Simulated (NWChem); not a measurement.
System: Cl2, triplet; SMILES of the neutral closed-shell parent ClCl

NWChem printed, in part:

```
             Northwest Computational Chemistry Package (NWChem) 7.3.0
             --------------------------------------------------------

                             Geometry "geometry" -> ""
                             -------------------------

 Output coordinates in angstroms (scale by  1.889725989 to convert to a.u.)

  No.       Tag          Charge          X              Y              Z
 ---- ---------------- ---------- -------------- -------------- --------------
    1 Cl                  17.0000     0.00000000     0.00000000     1.24694200
    2 Cl                  17.0000     0.00000000     0.00000000    -1.24694200

 Effective nuclear repulsion energy (a.u.)      61.3229103523

                                 NWChem DFT Module
                                 -----------------

 Summary of "ao basis" -> "ao basis" (spherical)
 ------------------------------------------------------------------------------
       Tag                 Description            Shells   Functions and Types
 ---------------- ------------------------------  ------  ---------------------
 Cl                         def2-svp                 8       18   4s3p1d

 in cosmo_initialize ...

 solvent parameters
 solvname_short: unkn
 solvname_long:  unknown
 dielec:       37.5000

          ---------------
          -cosmo- solvent
          ---------------
 Cosmo: York-Karplus, doi: 10.1021/jp992097l
 dielectric constant -eps-     =  37.50
 screen = (eps-1)/(eps    )    =   0.97333
 surface charge correction     = lagrangian

   van der Waals surface
 --------------------------

 ---------- ATOMIC COORDINATES (A.U.) ------------ VDWR(ANG.) --
     1    0.00000000    0.00000000    2.35637870     2.050
     2    0.00000000    0.00000000   -2.35637870     2.050
 number of segments per atom =         32
 number of   points per atom =         32
 atom (   nspa,  nppa )
 ----------------------
    1 (     28,     0 )       0
    2 (     28,     0 )       0
 number of -cosmo- surface points =       56
 molecular surface =     89.266 angstrom**2
 molecular volume  =     66.256 angstrom**3
 G(cav/disp)       =      1.306 kcal/mol
 -lineq- algorithm             =   0
 -bem- low  level              =   2
 -bem- from -octahedral-
 gaussian surface charge width =   4.50000
 degree of switching           =   1.00000
 switching function tolerance  =   0.00010
 atomic radii =
 --------------
    1 17.000  2.050
    2 17.000  2.050
 ...... end of -cosmo- initialization ......

[...]

                                   COSMO solvation results
                                   -----------------------

                 gas phase energy =      -919.978141132725
                 sol phase energy =      -919.978741624631
 (electrostatic) solvation energy =         0.000600491906 (    0.38 kcal/mol)

                    DFT Final Alpha Molecular Orbital Analysis
                    ------------------------------------------

 Vector   16  Occ=1.000000D+00  E=-4.278016D-01
              MO Center= -1.9D-08,  7.3D-09, -8.3D-06, r^2= 2.7D+00
   Bfn.  Coefficient  Atom+Function         Bfn.  Coefficient  Atom+Function
  ----- ------------  ---------------      ----- ------------  ---------------
    11      0.457064  1 Cl px                29     -0.457067  2 Cl px
     8      0.366052  1 Cl px                26     -0.366054  2 Cl px
     5      0.205190  1 Cl px                23     -0.205191  2 Cl px
    12     -0.070993  1 Cl py                30      0.070994  2 Cl py
     9     -0.056793  1 Cl py                27      0.056793  2 Cl py

 Vector   17  Occ=1.000000D+00  E=-3.983765D-01
              MO Center=  1.3D-11, -2.6D-08, -7.5D-06, r^2= 2.7D+00
   Bfn.  Coefficient  Atom+Function         Bfn.  Coefficient  Atom+Function
  ----- ------------  ---------------      ----- ------------  ---------------
    12      0.464261  1 Cl py                30     -0.464264  2 Cl py
     9      0.358303  1 Cl py                27     -0.358305  2 Cl py
     6      0.202617  1 Cl py                24     -0.202618  2 Cl py
    11      0.072041  1 Cl px                29     -0.072041  2 Cl px
     8      0.055665  1 Cl px                26     -0.055665  2 Cl px

 Vector   18  Occ=1.000000D+00  E=-3.643649D-01
              MO Center= -1.1D-09, -2.3D-09, -2.1D-06, r^2= 2.8D+00
   Bfn.  Coefficient  Atom+Function         Bfn.  Coefficient  Atom+Function
  ----- ------------  ---------------      ----- ------------  ---------------
    13      0.528868  1 Cl pz                31      0.528869  2 Cl pz
    10      0.391423  1 Cl pz                28      0.391424  2 Cl pz
     7      0.218114  1 Cl pz                25      0.218115  2 Cl pz
     3     -0.099588  1 Cl s                 21      0.099588  2 Cl s
     2      0.060527  1 Cl s                 20     -0.060527  2 Cl s

 Vector   19  Occ=0.000000D+00  E= 4.532172D-01
              MO Center= -1.2D-07, -1.1D-07,  3.4D-06, r^2= 3.6D+00
   Bfn.  Coefficient  Atom+Function         Bfn.  Coefficient  Atom+Function
  ----- ------------  ---------------      ----- ------------  ---------------
     3      1.440663  1 Cl s                 21      1.440659  2 Cl s
     4     -1.252777  1 Cl s                 22     -1.252773  2 Cl s
     2     -0.408740  1 Cl s                 20     -0.408739  2 Cl s
    13     -0.092181  1 Cl pz                31      0.092181  2 Cl pz
     1      0.055552  1 Cl s                 19      0.055552  2 Cl s

 Vector   20  Occ=0.000000D+00  E= 5.441548D-01
              MO Center= -1.7D-07, -1.6D-07, -2.6D-06, r^2= 4.0D+00
   Bfn.  Coefficient  Atom+Function         Bfn.  Coefficient  Atom+Function
  ----- ------------  ---------------      ----- ------------  ---------------
     4     -1.526555  1 Cl s                 22      1.526558  2 Cl s
     3      1.500691  1 Cl s                 21     -1.500694  2 Cl s
     2     -0.382146  1 Cl s                 20      0.382147  2 Cl s
    16      0.158013  1 Cl d  0              34     -0.158012  2 Cl d  0
    10      0.138071  1 Cl pz                28      0.138071  2 Cl pz

[...]
```

Level: M05-2X/def2-SVP, spin-unrestricted, COSMO on the gas-phase geometry. The state is orbitally degenerate and is run as one real component. Geometry: optimised at PBE0/def2-SVP, spin-unrestricted. The spin multiplicity was typed, not searched, and may not be the lowest. No stability test was run on the SCF state. COSMO prints the solvation energy as gas minus solution, so a positive value is a stabilisation.

### Question
Write an input that gives this output.

### Answer
Several could match; the one computed here: the input that was run:
```
start job
memory heap 200 mb stack 900 mb global 1100 mb
geometry units angstroms noautosym nocenter noautoz
  Cl     0.000000     0.000000     1.246942
  Cl     0.000000     0.000000    -1.246942
end
basis spherical
  * library def2-svp
end
dft
  odft
  mult 3
  xc m05-2x
  iterations 150
end
cosmo
  dielec 37.5
end
task dft energy
```
